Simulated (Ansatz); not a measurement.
System: rock-salt EuN. Method: r²SCAN in Ansatz (plane waves, PAW).

Numerical settings: plane-wave cutoff 560 eV, 12×12×12 k mesh, Fermi–Dirac smearing 0.01 eV, spin-polarised with parallel moments, scalar-relativistic PAW data made under PBE.

Computed at the level's own relaxed cell.

Question: Predict the equilibrium volume per atom, bulk modulus B0, equilibrium lattice constant a and pressure derivative B′ of the bulk modulus.

Answer: 
equilibrium volume per atom: 16.01 Å³/atom
bulk modulus B0: 124 GPa
equilibrium lattice constant a: 5.041 Å
pressure derivative B′ of the bulk modulus: 4.6

Note: the magnetic order was assumed, not searched for or taken from measurement; the 4f shell is treated without U or exact exchange, so its levels and filling can be wrong.

Spin–orbit coupling is not included; it can open a gap where bands touch, and shift volumes and moduli.

Static lattice: no zero-point or thermal effects.

The result took about 40 core-minutes (a rough figure).

Ansatz is a quantum-chemistry and plane-wave program.
